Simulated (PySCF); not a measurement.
Compound: C5H12N (charge +1).
Bonds: C1–C2 (double), C2–N3, N3–C4, N3–C5, N3–C6. Hydrogens: H7, H8 on C1; H9 on C2; H10, H11, H12 on C4; H13, H14, H15 on C5; H16, H17, H18 on C6.

Structure optimised with GFN2-xTB, isolated species.

(1) Give the optimised bond lengths and angles.

## Answers

(1) 
| bond | length (Å) | order |
| --- | --- | --- |
| C1=C2 | 1.315 | double |
| C2–N3 | 1.468 | single |
| N3–C4, N3–C5, N3–C6 | 1.476 | single |
| C1–H7 | 1.076 | single |
| C1–H8 | 1.075 | single |
| C2–H9 | 1.080 | single |
| C4–H10 and 8 like bonds | 1.089 | single |

Bonds in one row agree within 0.01 Å and their mean is given. Orders are formal, as drawn. A selection of angles:
| angle | degrees |
| --- | --- |
| C2–C1–H7 | 119.2 |
| C2–C1–H8 | 125.2 |
| H7–C1–H8 | 115.6 |
| C1–C2–N3 | 126.5 |
| C1–C2–H9 | 121.7 |
| N3–C2–H9 | 111.8 |
| C2–N3–C4 | 108.1 |
| C2–N3–C5 | 112.9 |
| C4–N3–C5 | 109.1 |
| N3–C4–H10 | 110.1 |
| H10–C4–H11 | 109.1 |

Dihedral angles: C1–C2–N3–C4 -122° (anticlinal).

Of the pairs four or more bonds apart, C5···H8 is among the closest relative to their van der Waals radii: 2.59 Å, 89 % of the sum of Bondi's values. C1 (terminal =CH2 carbon) is planar (angles 125.2°, 119.2° and 115.6°, sum 360.0°, 0.00 Å off the plane of its three neighbours). C2 (vinylic carbon bearing nitrogen) is planar (angles 126.5°, 121.7° and 111.8°, sum 360.0°, 0.00 Å off the plane of its three neighbours). N3 (ammonium nitrogen) is tetrahedral (angles from 107.8° to 112.9°).

Not checked by GFN2-xTB frequencies.

These are computed values.
